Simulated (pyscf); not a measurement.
PySCF, gas phase, ωB97X-D3(BJ)/def2-SVP geometries.

SMILES: N[Si](N)(N)O
```xyz
12

N      1.3310    -0.0860     0.4340
Si    -0.2738     0.5005     0.2427
N     -0.6621     2.1931     0.2334
N     -0.7804    -0.0250    -1.3158
O     -1.0153    -0.1027     1.6173
H      2.0511     0.0828    -0.2570
H      1.7084    -0.2626     1.3570
H     -0.4291     2.7413    -0.5883
H     -0.5124     2.7391     1.0759
H     -1.6435     0.3136    -1.7251
H     -0.5607    -0.9666    -1.6203
H     -1.8723     0.2969     1.7951
```
Charge 0, spin multiplicity 1.

Q: How much does it cost (ΔH, 298 K, ωB97M-D3(BJ)/def2-TZVP) to split `[NH2][Si]([NH2])([NH2])[OH]` at its O–Si bond into H₂N–Si•(NH₂)–NH₂ + OH•?

A: O–Si to H₂N–Si•(NH₂)–NH₂ + OH•: 136.5 kcal/mol. The 7 functionals that were run give +129.3 (PBE) to +137.3 kcal/mol (M06-2X). Other isomers of H₂N–Si•(NH₂)–NH₂ were not searched in full and may lie lower. Left out: the spin-orbit lowering of OH.
